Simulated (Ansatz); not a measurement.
# CHNSi+ (quartet): wave-function methods side by side, cc-pVDZ

How much of the correlation energy of CHNSi+ (quartet) does each wave-function method recover here?

Method: cc-pVDZ, core rule «outside noble gas», up to 7 orbitals frozen; program: Ansatz 0.2.0, Gaussian basis.

The runs, in order: UHF; CCSD(T) on ROHF; CCSD(T) on UHF; BCCD(T) on ROHF; CISD; CCSDT(Q) on ROHF; CCSDT(Q) on UHF.

29 further runs of the same task are left out: 12 that didn't finish, 17 set aside as unsound or not needed.

### 1 The geometry

The geometry is a PBE0/def2-TZVP stationary point (not a proven minimum) of the parent state, kept for this charge and spin.

4 atoms, charge 1, spin multiplicity 4.

Atoms are counted from 1 here; the program's logs count them from 0.

Bond lengths: C1–N2 1.210 Å, C1–H4 1.080 Å, N2–Si3 1.677 Å. Angles: N2–C1–H4 141.6°, C1–N2–Si3 175.8°.

### 2 UHF

in.yaml

```yaml
crystal:
  periodic: [false, false, false]
  atoms:
    - {symbol: C, position_ang: [0.000003, -0.203741, 0.797438]}
    - {symbol: N, position_ang: [-0.000006, -0.103756, -0.408858]}
    - {symbol: Si, position_ang: [0.000001, -0.087034, -2.085648]}
    - {symbol: H, position_ang: [0.000003, 0.394532, 1.697068]}
basis:
  gaussian: {orbitals: cc-pVDZ}
total_charge: 1
magnetization: {spin_polarized: true, initial_magnetization: 3}
hamiltonian: {xc: hf}
output: {orbitals: {seedname: orbitals}}
```

Run with:

```
ansatz run in.yaml --threads 1 --pin off --events-out ev --progress --plain --max-ram 2393MiB
```

The runs that follow: CCSD(T) on ROHF; CCSD(T) on UHF; BCCD(T) on ROHF; CISD; CCSDT(Q) on ROHF; CCSDT(Q) on UHF.

Before running them: what should the planned runs give, taken together? Wanted: UCCSDT(Q) below the RHF energy; RMP2 from UCCSDT(Q); UMP2 from UCCSDT(Q); RCCSD from UCCSDT(Q); RCCSD(T) from UCCSDT(Q); UCCSD(T) from UCCSDT(Q); RCCSDT(Q) from UCCSDT(Q); T1 diagnostic.

As calculated:

| quantity | value |
| --- | --- |
| UCCSDT(Q) below the RHF energy | -9.8453 eV |
| RMP2 from UCCSDT(Q) | +89.3 kJ/mol |
| UMP2 from UCCSDT(Q) | +156.9 kJ/mol |
| RCCSD from UCCSDT(Q) | +50.4 kJ/mol |
| RCCSD(T) from UCCSDT(Q) | +7.5 kJ/mol |
| UCCSD(T) from UCCSDT(Q) | +9.8 kJ/mol |
| RCCSDT(Q) from UCCSDT(Q) | +0.3 kJ/mol |
| levels within 1 kcal/mol (43 meV) | RCCSDT(Q) |
| T1 diagnostic | 0.042 |

RCCSD(T) misses by +7.5 kJ/mol, 0.8 % of the correlation energy. CCSD(T) misses by +7.5 kJ/mol on the restricted determinant and by +9.8 kJ/mol on the unrestricted one; the two need not hold the same state or core. These misses are within one basis, not against nature; the frozen cores of restricted and unrestricted runs differ, which can shift their rows.
